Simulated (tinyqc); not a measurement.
Worked calculation: Pariser-Parr-Pople SCF with singles CI, for the molecule C=CC=C[CH2+] (SMILES; centres numbered as the heavy atoms are written). Computed by tinyqc, a small Python program that keeps every step. Settings: charge = 1, gamma = MN, start = core, damping = 0, iteration cap = 78, excitations kept = 9. Command: `OMP_NUM_THREADS=1 python tinyqc.py 21743 21744 out.jsonl` (the two numbers bound the seeds that draw the settings). One thread of a shared host (Intel(R) Xeon(R) Processor @ 2.60GHz), about 0.01 s of CPU time with the checks. Later iterations appear only in the table of the cycle.

## PPP integrals

Centres (angstrom, eV; a flat drawing with bonds scaled to 1.40 angstrom):
```
centre          x          y  core charge z          W   gamma_rr
1C      -2.425000  -0.280000              1  11.160000  11.130000
2C      -1.212000   0.420000              1  11.160000  11.130000
3C       0.000000  -0.280000              1  11.160000  11.130000
4C       1.212000   0.420000              1  11.160000  11.130000
5C       2.425000  -0.280000              1  11.160000  11.130000
```

Resonance integrals (eV):
```
i  j       beta
1  2  -2.390000
2  3  -2.390000
3  4  -2.390000
4  5  -2.390000
```

Mataga-Nishimoto: gamma = 14.399645/(R + a), a = 2 x 14.399645/(gamma_rr + gamma_ss); H_rr = -W_r - sum_(s != r) z_s gamma_rs; H_rs = beta for bonds.

repulsion gamma_rs (eV), order 1C, 2C, 3C, 4C, 5C:
$$\begin{pmatrix}
11.130000 & 5.344569 & 3.872154 & 2.881359 & 2.343780 \\
5.344569 & 11.130000 & 5.346287 & 3.873196 & 2.881359 \\
3.872154 & 5.346287 & 11.130000 & 5.346287 & 3.872154 \\
2.881359 & 3.873196 & 5.346287 & 11.130000 & 5.344569 \\
2.343780 & 2.881359 & 3.872154 & 5.344569 & 11.130000
\end{pmatrix}$$

core matrix H (eV), order 1C, 2C, 3C, 4C, 5C:
$$\begin{pmatrix}
-25.601862 & -2.390000 & 0.000000 & 0.000000 & 0.000000 \\
-2.390000 & -28.605411 & -2.390000 & 0.000000 & 0.000000 \\
0.000000 & -2.390000 & -29.596883 & -2.390000 & 0.000000 \\
0.000000 & 0.000000 & -2.390000 & -28.605411 & -2.390000 \\
0.000000 & 0.000000 & 0.000000 & -2.390000 & -25.601862
\end{pmatrix}$$

## Starting guess

pi electrons, sum of z_r less the charge = 4

Orbitals of the core matrix H.

P at the start, order 1C, 2C, 3C, 4C, 5C:
$$\begin{pmatrix}
0.283716 & 0.574724 & 0.220690 & -0.271994 & -0.184242 \\
0.574724 & 1.226670 & 0.671625 & -0.305372 & -0.271994 \\
0.220690 & 0.671625 & 0.979227 & 0.671625 & 0.220690 \\
-0.271994 & -0.305372 & 0.671625 & 1.226670 & 0.574724 \\
-0.184242 & -0.271994 & 0.220690 & 0.574724 & 0.283716
\end{pmatrix}$$

## Iteration 1: Fock matrix

F_rr = H_rr + P_rr gamma_rr / 2 + sum_(s != r) P_ss gamma_rs; F_rs = H_rs - P_rs gamma_rs / 2; E = tr P (H + F) / 2 + core repulsion sum_(r<s) z_r z_s gamma_rs.

F (eV), order 1C, 2C, 3C, 4C, 5C:
$$\begin{pmatrix}
-9.475794 & -3.925826 & -0.427272 & 0.391856 & 0.215912 \\
-3.925826 & -9.458798 & -4.185351 & 0.591382 & 0.391856 \\
-0.427272 & -4.185351 & -8.834035 & -4.185351 & -0.427272 \\
0.391856 & 0.591382 & -4.185351 & -9.458798 & -3.925826 \\
0.215912 & 0.391856 & -0.427272 & -3.925826 & -9.475794
\end{pmatrix}$$

pi energy = -51.069097 eV

## Iteration 1: orbitals and new P

Diagonalise F (the basis is taken as orthonormal) and form P = 2 sum c c over the lowest orbitals.

orbital energies (eV): [-16.088832, -14.192344, -8.617232, -5.549542, -2.255270]

P after iteration 1, order 1C, 2C, 3C, 4C, 5C:
$$\begin{pmatrix}
0.647177 & 0.782224 & 0.345910 & -0.216916 & -0.311346 \\
0.782224 & 0.996532 & 0.582273 & -0.044944 & -0.216916 \\
0.345910 & 0.582273 & 0.712580 & 0.582273 & 0.345910 \\
-0.216916 & -0.044944 & 0.582273 & 0.996532 & 0.782224 \\
-0.311346 & -0.216916 & 0.345910 & 0.782224 & 0.647177
\end{pmatrix}$$

## Iteration 2: Fock matrix

As before.

F (eV), order 1C, 2C, 3C, 4C, 5C:
$$\begin{pmatrix}
-9.526854 & -4.480325 & -0.669708 & 0.312506 & 0.364863 \\
-4.480325 & -10.066649 & -3.946499 & 0.087039 & 0.312506 \\
-0.669708 & -3.946499 & -9.963935 & -3.946499 & -0.669708 \\
0.312506 & 0.087039 & -3.946499 & -10.066649 & -4.480325 \\
0.364863 & 0.312506 & -0.669708 & -4.480325 & -9.526854
\end{pmatrix}$$

pi energy = -53.105694 eV

## Iteration 2: orbitals and new P

As before.

orbital energies (eV): [-17.255310, -14.817323, -8.541398, -5.228082, -3.308827]

P after iteration 2, order 1C, 2C, 3C, 4C, 5C:
$$\begin{pmatrix}
0.666546 & 0.793367 & 0.350879 & -0.206260 & -0.306134 \\
0.793367 & 0.991856 & 0.571578 & -0.035464 & -0.206260 \\
0.350879 & 0.571578 & 0.683196 & 0.571578 & 0.350879 \\
-0.206260 & -0.035464 & 0.571578 & 0.991856 & 0.793367 \\
-0.306134 & -0.206260 & 0.350879 & 0.793367 & 0.666546
\end{pmatrix}$$

## Iteration 3: Fock matrix

As before.

F (eV), order 1C, 2C, 3C, 4C, 5C:
$$\begin{pmatrix}
-9.525920 & -4.510103 & -0.679329 & 0.297154 & 0.358756 \\
-4.510103 & -10.108559 & -3.917910 & 0.068679 & 0.297154 \\
-0.679329 & -3.917910 & -10.027466 & -3.917910 & -0.679329 \\
0.297154 & 0.068679 & -3.917910 & -10.108559 & -4.510103 \\
0.358756 & 0.297154 & -0.679329 & -4.510103 & -9.525920
\end{pmatrix}$$

pi energy = -53.113974 eV

## Iteration 3: orbitals and new P

As before.

orbital energies (eV): [-17.307403, -14.840439, -8.557388, -5.221475, -3.369721]

P after iteration 3, order 1C, 2C, 3C, 4C, 5C:
$$\begin{pmatrix}
0.666885 & 0.794903 & 0.351654 & -0.204634 & -0.302700 \\
0.794903 & 0.993560 & 0.569960 & -0.036855 & -0.204634 \\
0.351654 & 0.569960 & 0.679110 & 0.569960 & 0.351654 \\
-0.204634 & -0.036855 & 0.569960 & 0.993560 & 0.794903 \\
-0.302700 & -0.204634 & 0.351654 & 0.794903 & 0.666885
\end{pmatrix}$$

## Convergence

Stop when output and input P, before any damping, agree to 1e-7.

Course of the cycle:
```
iteration        E (eV)  largest |P(out) - P(in)|
1          -51.06909732                  3.63e-01
2          -53.10569386                  2.94e-02
3          -53.11397448                  4.09e-03
4          -53.11421543                  1.14e-03
5          -53.11423850                  3.78e-04
6          -53.11424101                  1.26e-04
7          -53.11424129                  4.23e-05
8          -53.11424132                  1.42e-05
9          -53.11424132                  4.76e-06
10         -53.11424132                  1.60e-06
11         -53.11424132                  5.37e-07
12         -53.11424132                  1.80e-07
13         -53.11424132                  6.05e-08
```

Converged in 13 iterations.

## Converged orbitals

Charges are z - P_rr.

orbital energies (eV): [-17.308787, -14.843865, -8.558480, -5.219510, -3.373604]

coefficients, order 1C, 2C, 3C, 4C, 5C:
$$\begin{pmatrix}
0.302479 & 0.491924 & -0.559701 & 0.507947 & 0.308613 \\
0.488922 & 0.507947 & -0.017281 & -0.491924 & -0.510545 \\
0.582172 & 0.000000 & 0.610633 & 0.000000 & 0.536845 \\
0.488922 & -0.507947 & -0.017281 & 0.491924 & -0.510545 \\
0.302479 & -0.491924 & -0.559701 & -0.507947 & 0.308613
\end{pmatrix}$$

pi charges: 1C 0.333034, 2C 0.005890, 3C 0.322152, 4C 0.005890, 5C 0.333034

## Singles CI, singlets

Over the 6 single excitations with the smallest orbital gaps: A = (e_a - e_i) delta + 2 (ia|jb) - (ij|ab), with (pq|rs) = sum c_mp c_mq gamma_mn c_nr c_ns. f = 2/3 w |mu|^2 in atomic units, mu = sqrt2 sum c_ia sum_m c_mi c_ma R_m.

singlet CI matrix (eV), order 2>3, 1>3, 2>4, 2>5, 1>4, 1>5:
$$\begin{pmatrix}
3.895967 & 0.000000 & 0.000000 & -0.475135 & 0.268048 & 0.000000 \\
0.000000 & 5.759682 & -0.300219 & 0.000000 & 0.000000 & -0.003870 \\
0.000000 & -0.300219 & 7.012988 & 0.000000 & 0.000000 & 0.028981 \\
-0.475135 & 0.000000 & 0.000000 & 8.040330 & 0.186898 & 0.000000 \\
0.268048 & 0.000000 & 0.000000 & 0.186898 & 8.564849 & 0.000000 \\
0.000000 & -0.003870 & 0.028981 & 0.000000 & 0.000000 & 10.258120
\end{pmatrix}$$

singlet excitation energies (eV): [3.824750, 5.691476, 7.080924, 8.048916, 8.627480, 10.258388]

oscillator strengths: [1.206571, 0.007859, 0.139289, 0.074142, 0.034463, 0.223170]

## Singles CI, triplets

Over the 6 single excitations with the smallest orbital gaps: A = (e_a - e_i) delta - (ij|ab), with (pq|rs) = sum c_mp c_mq gamma_mn c_nr c_ns.

triplet CI matrix (eV), order 2>3, 1>3, 2>4, 2>5, 1>4, 1>5:
$$\begin{pmatrix}
1.181884 & 0.000000 & 0.000000 & 0.237432 & 1.054315 & 0.000000 \\
0.000000 & 3.296225 & 1.054315 & 0.000000 & 0.000000 & -0.856760 \\
0.000000 & 1.054315 & 4.009794 & 0.000000 & 0.000000 & -1.691016 \\
0.237432 & 0.000000 & 0.000000 & 6.053996 & -1.691016 & 0.000000 \\
1.054315 & 0.000000 & 0.000000 & -1.691016 & 6.784280 & 0.000000 \\
0.000000 & -0.856760 & -1.691016 & 0.000000 & 0.000000 & 7.841180
\end{pmatrix}$$

triplet excitation energies (eV): [0.928720, 2.517694, 3.891224, 4.876330, 8.215111, 8.738281]
